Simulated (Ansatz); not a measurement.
# [SiH3]+ (SMILES [SiH3+]): levels of theory compared

Aim: a comparison of 6 runs (HF/3-21G, BLYP/3-21G, revPBE/3-21G, CAM-B3LYP/6-31G*, RPA@PBE/3-21G, UMP2/6-31G*) of [SiH3]+. 

Program for the calculation: Ansatz 0.2.0.

2 further runs of the same task are left out: 2 that didn't finish.

## Step 1: The system as given

[SiH3]+: 4 atoms, total charge +1, spin state singlet. As SMILES, `[SiH3+]`. The H3–Si1 distance was set to 3.680 Å, away from the relaxed value. At this shape a bond of the SMILES string is far longer than usual.

Bond lengths: Si1–H2 1.472 Å, Si1–H4 1.472 Å. Angles: H2–Si1–H4 120.0°.

## Step 2: The energy at HF/3-21G (run 1)

File input.yaml:

```yaml
crystal:
  periodic: [false, false, false]
  atoms:
    - {symbol: Si, position_ang: [0.177599, 2.200793, 0.014850]}
    - {symbol: H, position_ang: [0.864499, 2.876193, 1.127850]}
    - {symbol: H, position_ang: [-0.118400, -1.467200, -0.009900]}
    - {symbol: H, position_ang: [-0.390901, 2.992493, -1.088250]}
basis:
  gaussian: {orbitals: 3-21G.json}
total_charge: 1
hamiltonian: {xc: hf}
accuracy: high
```

The basis set 3-21G is read from a file made from the Basis Set Exchange's data (not shown).

Started as:

```sh
$ ansatz run input.yaml --threads 1 --pin off --max-ram 2610MiB --events-out events.jsonl --progress --plain --runs-dir runs
```

What it wrote:

```text
Warning: RAYON_NUM_THREADS=1 ignored (pool sized by the plan → 1); use --threads N
Functional definition: HF
  name "HF"
  exchange = exact_x
  correlation = 0
362 factors; integrals over basis functions are off by at most 4.0e-9 eV
mean field evaluation 1: about -7850.5731 eV, gradient 9.2e0 eV
mean field evaluation 2: about -7850.5740 eV, gradient 9.2e0 eV
mean field evaluation 4: about -7852.4464 eV, gradient 2.9e0 eV
mean field evaluation 8: about -7852.4949 eV, gradient 6.9e-5 eV
mean field evaluation 16: about -7849.5542 eV, gradient 1.3e1 eV
mean field -7852.49489957 eV, -288.5738649471 hartree, gradient 1.3e-8 eV, S^2 0.000000; 0 other end points of the search recorded, 0 dependent functions left out
reference -7852.49489957 eV, -288.5738649471 hartree; 8, 8 occupied and 11, 11 virtual orbitals, 362 factors
Total energy: -7852.49489957 eV, -288.5738649471 hartree
```

Wall time 0.1 s (1 thread of Arm Neoverse V1, shared host).

## Step 3: The energy at BLYP/3-21G (run 2)

File molecule.yaml:

```yaml
crystal:
  periodic: [false, false, false]
  atoms:
    - {symbol: Si, position_ang: [0.177599, 2.200793, 0.014850]}
    - {symbol: H, position_ang: [0.864499, 2.876193, 1.127850]}
    - {symbol: H, position_ang: [-0.118400, -1.467200, -0.009900]}
    - {symbol: H, position_ang: [-0.390901, 2.992493, -1.088250]}
basis:
  gaussian: {orbitals: 3-21G.json}
total_charge: 1
hamiltonian: {xc: {name: BLYP}}
accuracy: high
```

The basis set 3-21G is read from a file made from the Basis Set Exchange's data (not shown).

Started as:

```sh
$ ansatz run molecule.yaml --threads 1 --pin off --max-ram 2610MiB --events-out events.jsonl --progress --plain --runs-dir runs
```

What it wrote:

```text
Warning: RAYON_NUM_THREADS=1 ignored (pool sized by the plan → 1); use --threads N
Functional definition: BLYP
  name "BLYP"
  parameter beta = 0.0042
  parameter a = 0.04918
  parameter b = 0.132
  parameter c = 0.2533
  parameter d = 0.349
  exchange = b88_x(beta = beta)
  correlation = lyp_c(a = a, b = b, c = c, d = d)
362 factors; integrals over basis functions are off by at most 4.0e-9 eV
mean field evaluation 1: about -7864.3533 eV, gradient 1.8e1 eV
mean field evaluation 2: about -7854.6320 eV, gradient 3.4e1 eV
mean field evaluation 4: about -7869.5457 eV, gradient 5.4e0 eV
mean field evaluation 8: about -7869.5458 eV, gradient 5.4e0 eV
mean field evaluation 16: about -7869.7909 eV, gradient 1.3e-7 eV
mean field -7869.79085732 eV, -289.2094796705 hartree, gradient 1.7e-8 eV, S^2 0.000000; 0 other end points of the search recorded, 0 dependent functions left out
reference -7869.79090130 eV, -289.2094812869 hartree; 8, 8 occupied and 11, 11 virtual orbitals, 362 factors
Total energy: -7869.79090130 eV, -289.2094812869 hartree
```

Wall time 0.7 s (1 thread of Arm Neoverse V1, shared host).

Run 3 isn't shown in full; the table further down has it.

## Step 4: The energy at CAM-B3LYP/6-31G(d) (spherical functions) (run 4)

input.yaml, as its differences from that of step 2:

```diff
@@ -8,5 +8,7 @@
 basis:
-  gaussian: {orbitals: 3-21G.json}
+  gaussian:
+    orbitals: 6-31G_st_-spherical.json
 total_charge: 1
-hamiltonian: {xc: hf}
+hamiltonian:
+  xc: {name: CAM-B3LYP}
 accuracy: high
```

The basis set 6-31G* is read from a file made from the Basis Set Exchange's data (not shown).

Started as:

```sh
$ ansatz run input.yaml --threads 1 --pin off --max-ram 2610MiB --events-out events.jsonl --progress --plain --runs-dir runs
```

What it wrote:

```text
Warning: RAYON_NUM_THREADS=1 ignored (pool sized by the plan → 1); use --threads N
Functional definition: CAM-B3LYP
  name "CAM-B3LYP"
  parameter alpha = 0.19
  parameter beta = 0.46
  parameter omega = 0.33/bohr
  parameter ac = 0.81
  exchange = (1 - alpha - beta)*b88_x + beta*b88_x_sr(omega) + alpha*exact_x + beta*exact_x_lr(omega)
  correlation = (1 - ac)*vwn5_c + ac*lyp_c
437 factors; integrals over basis functions are off by at most 4.2e-9 eV
198 factors; integrals over basis functions are off by at most 1.6e-9 eV
mean field evaluation 1: about -7906.9949 eV, gradient 1.3e1 eV
mean field evaluation 2: about -7899.3581 eV, gradient 2.9e1 eV
mean field evaluation 4: about -7910.3570 eV, gradient 3.8e0 eV
mean field evaluation 8: about -7910.4648 eV, gradient 3.6e-1 eV
mean field evaluation 16: about -7910.4659 eV, gradient 6.3e-7 eV
mean field -7910.46589497 eV, -290.7042597339 hartree, gradient 5.0e-9 eV, S^2 0.000000; 0 other end points of the search recorded, 0 dependent functions left out
reference -7910.46591151 eV, -290.7042603416 hartree; 8, 8 occupied and 16, 16 virtual orbitals, 437 factors
Total energy: -7910.46591151 eV, -290.7042603416 hartree
```

It took 1 s on 1 thread of Arm Neoverse V1, shared host.

Run 5 isn't shown in full; the table further down has it.

## Step 5: The energy at UMP2/6-31G(d) (spherical functions) (run 6)

File in.yaml:

```yaml
crystal:
  periodic: [false, false, false]
  atoms:
    - {symbol: Si, position_ang: [0.177599, 2.200793, 0.014850]}
    - {symbol: H, position_ang: [0.864499, 2.876193, 1.127850]}
    - {symbol: H, position_ang: [-0.118400, -1.467200, -0.009900]}
    - {symbol: H, position_ang: [-0.390901, 2.992493, -1.088250]}
basis:
  gaussian:
    orbitals: 6-31G_st_-spherical.json
total_charge: 1
magnetization:
  spin_polarized: true
  initial_magnetization: 0
correlation:
  method: mp2
  frozen_orbitals: {H: 0, Si: 5}
accuracy: high
```

The basis set 6-31G* is read from a file made from the Basis Set Exchange's data (not shown).

Started as:

```sh
$ ansatz run in.yaml --threads 1 --pin off --max-ram 2610MiB --events-out events.jsonl --progress --plain --runs-dir runs
```

What it wrote, shortened:

```text
Warning: RAYON_NUM_THREADS=1 ignored (pool sized by the plan → 1); use --threads N
[... 2 set-up lines as earlier in the session ...]
[...]
437 factors; integrals over basis functions are off by at most 4.2e-9 eV
[...]
mean field -7896.96584219 eV, -290.2081419446 hartree, gradient 2.1e-8 eV, S^2 0.991515; 10 other end points of the search recorded, 0 dependent functions left out
5 core orbitals not correlated: weight in the atoms' cores, before any rotation towards them, 1.000 or more for the frozen orbitals, at most 0.000 for the correlated occupied ones
reference -7896.96584219 eV, -290.2081419446 hartree; 3, 3 occupied and 16, 16 virtual orbitals, 437 factors
second order -1.28708363 eV of doubles, -0.00000000 eV of singles
Total energy: -7898.25292582 eV, -290.2554413957 hartree
```

Wall time 0.4 s (1 thread of Arm Neoverse V1, shared host).

## Step 6: The series

| run | level | frozen core orbitals | energy (Eh) | wall time |
| --- | --- | --- | --- | --- |
| 1 | HF/3-21G | – | -288.573865 | 0.1 s |
| 2 | BLYP/3-21G | – | -289.209481 | 0.7 s |
| 3 | revPBE/3-21G | – | -289.154196 | 0.76 s |
| 4 | CAM-B3LYP/6-31G* (spherical functions) | – | -290.704260 | 1 s |
| 5 | RPA@PBE/3-21G | 5 | -288.771565 | 1.2 s |
| 6 | UMP2/6-31G* (spherical functions) | 5 | -290.255441 | 0.4 s |

## Step 7: What came out

| quantity | value |
| --- | --- |
| run 6: total energy | -290.25544 Eh |
| run 6: correlation energy (5 core orbitals frozen) | -47.3 mEh |
| run 6: ⟨S²⟩ of the reference determinant | 0.992 |

**Reading.** Totals of different functionals can't be ranked against each other. In run 5 the log says that unrestricted orbitals would lower the reference, so the values rest on an unstable closed-shell determinant (other closed-shell runs at this shape may share the fault). Spin contamination of the reference: run 6 ⟨S²⟩ = 0.99. Where it is this large, the reference is a mixture of spin states, and values that rest on it are in doubt. All runs together took 4.2 s, the longest 1.2 s.
